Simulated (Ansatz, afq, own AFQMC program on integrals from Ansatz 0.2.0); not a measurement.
AFQMC on a folder of integrals that Ansatz 0.2.0 wrote.

```yaml
crystal:
  periodic: [false, false, false]
  atoms:
    - {symbol: Si, position_ang: [0.000000, -0.083231, 0.527232]}
    - {symbol: C, position_ang: [0.000000, 0.076222, -1.305753]}
    - {symbol: H, position_ang: [0.000000, 1.410897, 0.868536]}
basis:
  gaussian: {orbitals: cc-pVDZ}
magnetization: {spin_polarized: false, initial_magnetization: 3}
correlation: {method: ccsd_t, electrons: outside_noble_gas, hamiltonian_folder: ham}
```

```sh
$ ansatz run in.yaml --threads 1 --pin off --events-out ev --progress --plain --max-ram 16896MiB --backend cuda --devices 0, --max-vram 18GiB
```

Options of the walk:

```
--method free --trial cisd --walkers 4000 --time-step 0.03 --max-blocks 4000 --target-error 0.00036 --factor-cut 1e-05 --seed 4576 --times 0,0.3,0.6,1.2,1.8,2.4,3.6,4.8,6 --taylor-order 8
```

Times are imaginary, in 1/Eh. The walk had a cap of 61 s.

Output of the walk:

```
orbitals 31  electrons 6 3  factors 228 of 361
reference energy -327.18891624 Eh
CCSD correlation -0.18130262 Eh in 16 cycles, weight of the determinant in the CISD state 0.8327
repeat  energy at the last time / Eh  error
    10  -327.379101  0.000348
    20  -327.378954  0.000219
    30  -327.378778  0.000189
time / (1/Eh)  energy / Eh  error  mean overlap
  0.00  -327.370236  0.000023  1.2009
  0.30  -327.373973  0.000039  1.2016
  0.60  -327.375846  0.000038  1.2009
  1.20  -327.377325  0.000049  1.2049
  1.80  -327.377988  0.000054  1.2059
  2.40  -327.378137  0.000074  1.2126
  3.60  -327.378620  0.000090  1.2136
  4.80  -327.378484  0.000166  1.2317
  6.00  -327.378774  0.000183  1.2404
energy -327.378774 +/- 0.000183 Eh
```

The run passed its tests (error under three times the target), which doesn't prove that it has relaxed.

Against this walk (error 5.0 meV) on the same determinant: CCSD(T) 62.4 meV higher, CCSDT(Q) 4.4 meV lower (within the noise), CCSDTQ 5.4 meV lower (within the noise). The error is statistical, and a free projection of finite length keeps a remainder of its start. The last points scatter (meV from the last: 21.4 ± 1.5 at 1.80, 17.3 ± 2.0 at 2.40, 4.2 ± 2.4 at 3.60, 8 ± 5 at 4.80, 0 ± 5 at 6.00); the last is the one printed as the energy, and the gaps above move with that scatter.

Cautions: remainder of the start not in the error; another spin lies lower; strong correlation (T1 0.055, weight of the determinant 0.83, largest double 0.09).

The walk took 48 s on 1 × NVIDIA H100 80GB HBM3 with 2 threads of AMD EPYC 7R13 Processor (Zen 3), on a shared host (the card was shared). The log's last line is the free-projection energy.

CCSDT and higher add their correlation energy to the determinant of the CCSD(T) run, since their own runs factorise the integrals more tightly (a shift of under 2 meV). A walk keeps the symmetry of its determinant, which the program's search chose and which needn't be the lowest solution, so a lower state of the same spin and another symmetry isn't excluded.
